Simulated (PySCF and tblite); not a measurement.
Values are calculated unless marked as measured or tabulated.
Molecule: C4H8FN, numbered as in [F:1][C@@H:2]1[CH2:3][CH2:4][NH:5][CH2:6]1.

The mean out-of-plane torsion at N5 (0° is planar) is held and the rest relaxed at GFN2-xTB. Energies: PBE0/pcSseg-1 + D3(BJ). Programs: tblite and PySCF.

GFN2-xTB profile:

(out-of-plane angle °, kcal/mol): (-45, 5.99), (-37, 2.35), (-28, 2.58), (-14, 5.21), (0, 7.37), (15, 6.01), (28, 1.92), (38, 0.00), (46, 2.31)

Problem. Give the DFT energy and dipole along the out-of-plane angle.

Solution. 
```csv
out-of-plane angle °,E kcal/mol,dipole D
-45,4.49,2.94
-37,1.37,2.73
-28,1.72,2.45
-14,3.85,2.14
0,5.91,1.68
15,5.34,1.28
28,2.06,1.03
38,0.00,1.18
46,1.66,1.53
```

Problem. Where is the lowest sampled point, and what does the planar form cost?

Solution. At 38°; the point at 0° lies 5.91 kcal/mol above it.
